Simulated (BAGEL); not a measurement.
# C2H3 (SMILES [CH]=C) at NEVPT2(11,11)/def2-TZVPP (density fitting with cc-pvqz-jkfit)

What is the vertical doublet–quartet gap of C2H3 at NEVPT2(11,11)/def2-TZVPP (density fitting with cc-pvqz-jkfit)? 

Program for the calculation: BAGEL 1.2.2.

2 further runs of the same task are left out: 2 that didn't finish. Runs told in other sessions of the task aren't counted.

**1. The structure to begin with**

C2H3: 5 atoms, total charge 0, spin state doublet. SMILES: `[CH]=C`. The shape is that of a GFN2-xTB optimisation.

Bond lengths: C1–C2 1.288 Å, C1–H3 1.065 Å, C2–H4 1.094 Å, C2–H5 1.082 Å. Angles: C1–C2–H4 124.3°, C1–C2–H5 122.2°, C2–C1–H3 139.3°, H4–C2–H5 113.5°.

**2. The energy at NEVPT2(11,11)/def2-TZVPP (density fitting with cc-pvqz-jkfit)**

job.json

```json
{ "bagel": [

{
  "title": "molecule",
  "basis": "tzvpp",
  "df_basis": "cc-pvqz-jkfit",
  "angstrom": "true",
  "geometry": [
    { "atom": "C", "xyz": [    0.488520,   -0.426400,    0.565940 ] },
    { "atom": "C", "xyz": [   -0.135750,    0.376760,   -0.223760 ] },
    { "atom": "H", "xyz": [    0.488770,   -1.456780,    0.834720 ] },
    { "atom": "H", "xyz": [   -0.941450,    0.075310,   -0.899950 ] },
    { "atom": "H", "xyz": [    0.099910,    1.431120,   -0.276960 ] }
  ]
},
{
  "title": "hf",
  "charge": 1
},
{
  "title": "casscf",
  "nstate": 1,
  "nact": 11,
  "nclosed": 2,
  "nspin": 1,
  "maxiter": 200,
  "natocc": "true"
},
{
  "title": "nevpt2",
  "nstate": 1,
  "nact": 11,
  "nclosed": 2,
  "nspin": 1,
  "maxiter": 200,
  "natocc": "true",
  "ncore": 2
},
{
  "title": "print",
  "file": "orbitals.molden",
  "orbitals": "true"
}

]}
```

Started as:

```sh
$ BAGEL_NUM_THREADS=1 BAGEL job.json > job.out
```

The log of the run:

```text
* using 1 threads per process

  ===============================================================
  ===============================================================

  *** Geometry ***

  { "atom" : "C", "xyz" : [      0.923169,     -0.805779,      1.069472 ] },
  { "atom" : "C", "xyz" : [     -0.256530,      0.711973,     -0.422845 ] },
  { "atom" : "H", "xyz" : [      0.923641,     -2.752915,      1.577392 ] },
  { "atom" : "H", "xyz" : [     -1.779083,      0.142315,     -1.700659 ] },
  { "atom" : "H", "xyz" : [      0.188803,      2.704425,     -0.523379 ] },

  Number of auxiliary basis functions:      365

  Since a DF basis is specified, we compute 2- and 3-index integrals:
    o Being stored without compression. Storage requirement is 0.032 GB

  Number of basis functions:      104
  Number of electrons      :       15

    * METHOD: MOLECULE                             0.14

  *** RHF ***

  === Nuclear Repulsion ===
    28.7401585477

      * DIIS with orbital gradients will be used.

  === RHF iteration (tzvpp) ===
      0        -76.99755619          0.01512329           0.02
      1        -77.06189059          0.00775399           0.02
      2        -77.07729980          0.00278724           0.02
      3        -77.08145452          0.00108382           0.02
      4        -77.08233278          0.00045948           0.02
      5        -77.08251072          0.00009038           0.02
      6        -77.08251486          0.00001979           0.02
      7        -77.08251508          0.00000410           0.02
      8        -77.08251509          0.00000139           0.02
      9        -77.08251510          0.00000065           0.02
     10        -77.08251510          0.00000036           0.02
     11        -77.08251510          0.00000022           0.02
     12        -77.08251510          0.00000014           0.02
     13        -77.08251510          0.00000008           0.02
     14        -77.08251510          0.00000002           0.02
     15        -77.08251510          0.00000001           0.02
    * SCF iteration converged.

    * Permanent dipole moment:
           (   -0.080142,     0.199955,    -0.127757) a.u.

    * METHOD: HF                                   0.41

  ---------------------------
      CASSCF calculation
  ---------------------------

    * nstate   :      1
    * nclosed  :      2
    * nact     :     11
    * nvirt    :     91
  === CASSCF iteration (tzvpp) ===

    * Using the second-order algorithm

      0  0       -77.42962954     9.90e-03      4.17

      1  0       -77.47705349     1.56e-03      4.67

      2  0       -77.51004671     1.14e-03      5.04

      3  0       -77.51874690     5.04e-04      5.04

      4  0       -77.52425782     7.15e-04      5.03

      5  0       -77.53359902     8.08e-04      5.18

      6  0       -77.53795903     4.30e-04      5.41

      7  0       -77.53898371     1.80e-04      5.44

      8  0       -77.53914445     7.04e-05      5.40

      9  0       -77.53916708     2.76e-05      5.57

     10  0       -77.53917035     1.09e-05      5.58

     11  0       -77.53917084     4.35e-06      5.68

     12  0       -77.53917092     1.76e-06      5.41

     13  0       -77.53917094     7.23e-07      5.44

     14  0       -77.53917094     3.01e-07      5.43

     15  0       -77.53917094     1.27e-07      5.58

     16  0       -77.53917094     5.39e-08      5.47

     17  0       -77.53917094     2.31e-08      5.46

     18  0       -77.53917094     9.93e-09      5.43

    * Second-order optimization converged. *

     guess   0:   closed 11111......          open .....1.....

  === FCI iteration ===

      0  0       -77.41087809     1.07e-03      0.24
      1  0       -77.52144202     4.47e-04      0.25
      2  0       -77.53666648     1.76e-04      0.24
      3  0       -77.53877163     6.87e-05      0.24
      4  0       -77.53911119     2.68e-05      0.24
      5  0       -77.53915944     1.19e-05      0.25
      6  0       -77.53916905     5.12e-06      0.25
      7  0       -77.53917070     1.96e-06      0.25
      8  0       -77.53917091     7.37e-07      0.25
      9  0       -77.53917093     2.72e-07      0.25
     10  0       -77.53917094     9.94e-08      0.25
     11  0       -77.53917094     3.36e-08      0.25
     12  0       -77.53917094     1.17e-08      0.25
     13  0       -77.53917094     4.24e-09      0.25
     14  0       -77.53917094     1.62e-09      0.25
     15  0       -77.53917094     6.53e-10      0.25
     16  0       -77.53917094     2.60e-10      0.25
     17  0       -77.53917094     1.05e-10      0.25
     18  0 *     -77.53917094     4.23e-11      0.23

     * ci vector, state   0, <S^2> = 0.7500
       22222a.....    -0.9565821607
       2222.a2....    -0.1548219105
       2222aba....    -0.0747317162

    * METHOD: CASSCF                             105.60

    * freezing 2 orbitals

  === DF-NEVPT2 calculation ===

    * Third and fourth order RDM ( 1, 1) evaluation
      will be done with 3 passes
    * 3-index integral transformation done
    * assembly done

      NEVPT2 correlation energy:   -0.1721734460      0.43

          (+0)      0.0000000000
          (+0)'     0.0000000000
          (+1)      0.0000000000
          (+1)'     0.0000000000
          (+2)      0.0000000000
          (-1)      0.0000000000
          (-1)'    -0.0735831555
          (-2)     -0.0985902905

      NEVPT2 total energy:        -77.7113443849

    * METHOD: NEVPT2                             977.34

    * METHOD: PRINT                                0.03

  ===============================================================
```

It took 18 min on 1 thread of Arm Neoverse V1, shared host; peak memory 9.5 GiB.

**3. The quartet**

calc.json

```json
{ "bagel" : [

{
  "title" : "molecule",
  "basis" : "tzvpp",
  "df_basis" : "cc-pvqz-jkfit",
  "angstrom" : true,
  "geometry" : [
    { "atom" : "C", "xyz" : [    0.488520,   -0.426400,    0.565940 ] },
    { "atom" : "C", "xyz" : [   -0.135750,    0.376760,   -0.223760 ] },
    { "atom" : "H", "xyz" : [    0.488770,   -1.456780,    0.834720 ] },
    { "atom" : "H", "xyz" : [   -0.941450,    0.075310,   -0.899950 ] },
    { "atom" : "H", "xyz" : [    0.099910,    1.431120,   -0.276960 ] }
  ]
},
{
  "title" : "hf",
  "charge" : 1
},
{
  "title" : "casscf",
  "nstate" : 1,
  "nact" : 11,
  "nclosed" : 2,
  "nspin" : 3,
  "maxiter" : 200,
  "natocc" : true
},
{
  "title" : "nevpt2",
  "nstate" : 1,
  "nact" : 11,
  "nclosed" : 2,
  "nspin" : 3,
  "maxiter" : 200,
  "natocc" : true,
  "ncore" : 2
},
{
  "title" : "print",
  "file" : "orbitals.molden",
  "orbitals" : true
}

]}
```

Started as:

```sh
$ BAGEL_NUM_THREADS=1 BAGEL calc.json > calc.out
```

The log of the run:

```text
* using 1 threads per process

  ===============================================================
  ===============================================================

  *** Geometry ***

  { "atom" : "C", "xyz" : [      0.923169,     -0.805779,      1.069472 ] },
  { "atom" : "C", "xyz" : [     -0.256530,      0.711973,     -0.422845 ] },
  { "atom" : "H", "xyz" : [      0.923641,     -2.752915,      1.577392 ] },
  { "atom" : "H", "xyz" : [     -1.779083,      0.142315,     -1.700659 ] },
  { "atom" : "H", "xyz" : [      0.188803,      2.704425,     -0.523379 ] },

  Number of auxiliary basis functions:      365

  Since a DF basis is specified, we compute 2- and 3-index integrals:
    o Being stored without compression. Storage requirement is 0.032 GB

  Number of basis functions:      104
  Number of electrons      :       15

    * METHOD: MOLECULE                             0.15

  *** RHF ***

  === Nuclear Repulsion ===
    28.7401585477

      * DIIS with orbital gradients will be used.

  === RHF iteration (tzvpp) ===
      0        -76.99755619          0.01512329           0.02
      1        -77.06189059          0.00775399           0.02
      2        -77.07729980          0.00278724           0.02
      3        -77.08145452          0.00108382           0.02
      4        -77.08233278          0.00045948           0.02
      5        -77.08251072          0.00009038           0.02
      6        -77.08251486          0.00001979           0.02
      7        -77.08251508          0.00000410           0.02
      8        -77.08251509          0.00000139           0.02
      9        -77.08251510          0.00000065           0.02
     10        -77.08251510          0.00000036           0.02
     11        -77.08251510          0.00000022           0.02
     12        -77.08251510          0.00000014           0.02
     13        -77.08251510          0.00000008           0.02
     14        -77.08251510          0.00000002           0.02
     15        -77.08251510          0.00000001           0.02
    * SCF iteration converged.

    * Permanent dipole moment:
           (   -0.080142,     0.199955,    -0.127757) a.u.

    * METHOD: HF                                   0.42

  ---------------------------
      CASSCF calculation
  ---------------------------

    * nstate   :      1
    * nclosed  :      2
    * nact     :     11
    * nvirt    :     91
  === CASSCF iteration (tzvpp) ===

    * Using the second-order algorithm

      0  0       -77.26461659     9.91e-03      2.13

      1  0       -77.30689479     2.41e-03      2.53

      2  0       -77.34061119     1.25e-03      2.65

      3  0       -77.35038114     4.30e-04      2.67

      4  0       -77.35517603     4.76e-04      2.66

      5  0       -77.35950857     4.40e-04      2.71

      6  0       -77.36076281     1.88e-04      2.70

      7  0       -77.36100864     8.18e-05      2.75

      8  0       -77.36106020     3.83e-05      2.89

      9  0       -77.36107177     1.85e-05      2.91

     10  0       -77.36107445     8.98e-06      2.84

     11  0       -77.36107508     4.38e-06      2.82

     12  0       -77.36107523     2.14e-06      2.86

     13  0       -77.36107526     1.04e-06      2.83

     14  0       -77.36107527     5.10e-07      2.83

     15  0       -77.36107527     2.49e-07      2.92

     16  0       -77.36107527     1.21e-07      2.91

     17  0       -77.36107527     5.92e-08      2.83

     18  0       -77.36107527     2.89e-08      2.85

     19  0       -77.36107527     1.41e-08      2.81

     20  0       -77.36107527     6.87e-09      2.81

    * Second-order optimization converged. *

     guess   0:   closed 1111.......          open ....111....

  === FCI iteration ===

      0  0       -77.27979087     1.20e-03      0.13
      1  0       -77.35570968     3.55e-04      0.13
      2  0       -77.36065273     1.02e-04      0.13
      3  0       -77.36102852     3.38e-05      0.13
      4  0       -77.36106969     1.17e-05      0.13
      5  0       -77.36107443     4.61e-06      0.13
      6  0       -77.36107515     1.74e-06      0.13
      7  0       -77.36107525     7.20e-07      0.13
      8  0       -77.36107527     2.98e-07      0.13
      9  0       -77.36107527     1.18e-07      0.13
     10  0       -77.36107527     4.14e-08      0.13
     11  0       -77.36107527     1.41e-08      0.13
     12  0       -77.36107527     5.59e-09      0.13
     13  0       -77.36107527     2.02e-09      0.13
     14  0       -77.36107527     7.49e-10      0.13
     15  0       -77.36107527     2.89e-10      0.13
     16  0       -77.36107527     1.07e-10      0.13
     17  0 *     -77.36107527     4.00e-11      0.12

     * ci vector, state   0, <S^2> = 3.7500
       2222aaa....    -0.9758242500

    * METHOD: CASSCF                              60.51

    * freezing 2 orbitals

  === DF-NEVPT2 calculation ===

    * Third and fourth order RDM ( 1, 1) evaluation
      will be done with 2 passes
    * 3-index integral transformation done
    * assembly done

      NEVPT2 correlation energy:   -0.1749663033      0.45

          (+0)      0.0000000000
          (+0)'     0.0000000000
          (+1)      0.0000000000
          (+1)'     0.0000000000
          (+2)      0.0000000000
          (-1)      0.0000000000
          (-1)'    -0.0798818991
          (-2)     -0.0950844042

      NEVPT2 total energy:        -77.5360415752

    * METHOD: NEVPT2                             544.31

    * METHOD: PRINT                                0.03

  ===============================================================
```

It took 10 min on 1 thread of Arm Neoverse V1, shared host; peak memory 8.5 GiB.

**4. Outcome**

At NEVPT2(11,11)/def2-TZVPP (density fitting with cc-pvqz-jkfit), 2 core orbitals frozen:

```
                                        quantity         value
                           doublet: total energy  -77.71134 Eh
                           quartet: total energy  -77.53604 Eh
vertical energy of the quartet above the doublet      4.770 eV
```

At this shape the quartet lies 4.77 eV (460 kJ/mol) above the doublet.
